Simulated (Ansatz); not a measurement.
**CHFO (formyl fluoride): CCSDTQ/STO-3G**

Aim: the energy change on altering one bond length of CHFO (formyl fluoride) at CCSDTQ/STO-3G, from 2 runs. 

The results are computed with Ansatz 0.2.0.

62 further runs of the same task are left out: 2 that didn't finish, 60 set aside as unsound or not needed.

**1. The system as given**

CHFO has 4 atoms, charge 0, and is taken as a singlet. SMILES: `O=CF`. The coordinates come from a PBE0-D4/def2-TZVP relaxation.

Bond lengths: O1–C2 1.174 Å, C2–F3 1.336 Å, C2–H4 1.097 Å. Angles: O1–C2–F3 122.9°, O1–C2–H4 127.8°, F3–C2–H4 109.3°.

**2. The energy at CCSDTQ/STO-3G**

input.yaml reads:

```yaml
crystal:
  periodic: [false, false, false]
  atoms:
    - {symbol: O, position_ang: [-0.889340, 0.201180, 0.827740]}
    - {symbol: C, position_ang: [-0.046400, 0.067520, 0.021620]}
    - {symbol: F, position_ang: [0.585200, -1.091810, -0.181820]}
    - {symbol: H, position_ang: [0.350540, 0.823120, -0.667550]}
basis:
  gaussian:
    orbitals: STO-3G
correlation:
  method: ccsdtq
  frozen_orbitals: {C: 1, F: 1, H: 0, O: 1}
accuracy: high
scf:
  omitted_lower_state_checks: [cluster_reference, increment]
```

Launch:

```console
$ ansatz run input.yaml --threads 1 --pin off --max-ram 3480MiB --events-out events.jsonl --progress --plain --runs-dir runs
```

Output (excerpt; [...] marks lines left out):

```text
Warning: RAYON_NUM_THREADS=1 ignored (pool sized by the plan → 1); use --threads N
Functional definition: HF
  name "HF"
[...]
273 factors; integrals over basis functions are off by at most 4.8e-8 eV
[...]
mean field -5709.68744653 eV, -209.8271434948 hartree, gradient 1.5e-8 eV, S^2 0.000000; 0 other end points of the search recorded, 0 dependent functions left out; unrestricted orbitals would lower it
3 core orbitals not correlated: weight in the atoms' cores, before any rotation towards them, 1.000 or more for the frozen orbitals, at most 0.000 for the correlated occupied ones
reference -5709.68744653 eV, -209.8271434948 hartree; 9, 9 occupied and 4, 4 virtual orbitals, 273 factors
second order -3.56835461 eV of doubles, -0.00000000 eV of singles
cycle   1  -3.85124214 eV  change   -2.8e-1 eV  update   9.0e-2
[...]
cycle  25  -4.34242770 eV  change  -1.5e-10 eV  update   2.0e-9
Total energy: -5714.02987423 eV, -209.9867247693 hartree
Checks for a lower state left out: cluster_reference, increment
```

Run time: 20 s. Hardware: 1 thread of Intel Xeon Platinum 8259CL at 2.50GHz (Skylake/Cascade Lake), shared host; peak memory 0.53 GiB.

**3. The distorted shape**

job.yaml reads:

```yaml
basis:
  gaussian:
    orbitals: STO-3G
crystal:
  periodic: [false, false, false]
  atoms:
    - {symbol: O, position_ang: [-0.988585, 0.012261, 1.000050]}
    - {symbol: C, position_ang: [-0.145645, -0.121399, 0.193930]}
    - {symbol: F, position_ang: [0.485955, -1.280729, -0.009510]}
    - {symbol: H, position_ang: [0.350540, 0.823120, -0.667550]}
correlation:
  method: ccsdtq
  frozen_orbitals: {C: 1, F: 1, H: 0, O: 1}
accuracy: high
scf:
  omitted_lower_state_checks: [cluster_reference, increment]
```

Launch:

```console
$ ansatz run job.yaml --threads 1 --pin off --max-ram 3480MiB --events-out events.jsonl --progress --plain --runs-dir runs
```

Output (excerpt; [...] marks lines left out):

```text
Warning: RAYON_NUM_THREADS=1 ignored (pool sized by the plan → 1); use --threads N
[... 2 set-up lines as earlier in the session ...]
[...]
273 factors; integrals over basis functions are off by at most 3.0e-8 eV
[...]
mean field -5708.70219943 eV, -209.7909363315 hartree, gradient 1.4e-8 eV, S^2 0.000000; 0 other end points of the search recorded, 0 dependent functions left out; unrestricted orbitals would lower it
3 core orbitals not correlated: weight in the atoms' cores, before any rotation towards them, 1.000 or more for the frozen orbitals, at most 0.000 for the correlated occupied ones
reference -5708.70219943 eV, -209.7909363315 hartree; 9, 9 occupied and 4, 4 virtual orbitals, 273 factors
second order -3.85542923 eV of doubles, -0.00000000 eV of singles
cycle   1  -4.15778928 eV  change   -3.0e-1 eV  update   1.0e-1
[...]
cycle  26  -4.76030962 eV  change   1.9e-10 eV  update   1.1e-9
Total energy: -5713.46250905 eV, -209.9658744836 hartree
Checks for a lower state left out: cluster_reference, increment
```

Run time: 21 s. Hardware: 1 thread of Intel Xeon Platinum 8259CL at 2.50GHz (Skylake/Cascade Lake), shared host; peak memory 0.53 GiB.

**4. Summary of results**

Level: CCSDTQ/STO-3G, 3 core orbitals frozen.

| quantity | value |
| --- | --- |
| first shape: total energy | -209.98672 Eh |
| first shape: correlation energy (3 core orbitals frozen) | -159.6 mEh |
| first shape: T1 diagnostic | 0.014 |
| distorted shape: total energy | -209.96587 Eh |
| distorted shape: correlation energy (3 core orbitals frozen) | -174.9 mEh |
| distorted shape: T1 diagnostic | 0.014 |
| energy change with the C2–H4 bond stretched from 1.097 to 1.371 Å | 0.567 eV |

What this shows: With the C2–H4 bond stretched from 1.097 to 1.371 Å the energy rises by 0.57 eV (13.1 kcal/mol). The first shape isn't relaxed at this level, so the change isn't measured from a minimum. The minimal basis adds a large error of its own. The restricted solution (first shape) is unstable to spin breaking: an unrestricted one lies lower. The restricted solution (distorted shape) is unstable to spin breaking: an unrestricted one lies lower.
